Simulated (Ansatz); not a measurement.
Consider the substitution at a C–O bond: `C=CC(O)Cl` + H–F → `C=CC(F)Cl` + H₂O.

Calculated with Ansatz (gas phase, PBE0-D4/def2-TZVP geometries, no zero-point term in ΔE). CCSD(T)/CBS is the MP2 limit (def2-TZVPP, def2-QZVPP) plus CCSD(T) − MP2 in def2-TZVPP, frozen cores. This one scheme is used for every species. Functionals use def2-TZVPP. B3LYP here is the variant with VWN-RPA as its local correlation; programs differ in this. HSE06 is defined as in plane-wave codes. One conformer a species, not always the lowest.

```
             level  ΔE (kJ/mol)
            PBE-D4          6.4
         revPBE-D4          8.9
          B3LYP-D4          3.2
          BHLYP-D4          2.5
             HSE06          5.0
     HF/def2-TZVPP         -4.3
SCS-MP2/def2-QZVPP          8.0
      HF/CBS(def2)         -4.9
```

What does CCSD(T)/CBS give? (Estimate.)

The calculation gave: +8.3 kJ/mol. The listed levels differ from it by -1.9, 0.6, -5.1, -5.8, -3.3, -12.6, -0.3, -13.2 kJ/mol.

Largest T1 diagnostic among the species: 0.011.

The D4 term adds +4.2 kJ/mol with B3LYP and +2.2 kJ/mol with PBE0; it sums over pairs of atoms, weighted by their polarisabilities, and B3LYP, whose exchange is more repulsive, gets the larger term. Leaving LDA and LC-ωPBE aside and taking each functional with its dispersion term where it has one, the values, not all of them listed here, spread over 8.6 kJ/mol, from B97M-V to revPBE-D4. LDA lies +6.7 kJ/mol from PBE without D4.

CCSD(T)/CBS has its own doubt, a few kJ/mol and more with outer-core shells, so smaller differences from it don't rank the levels.
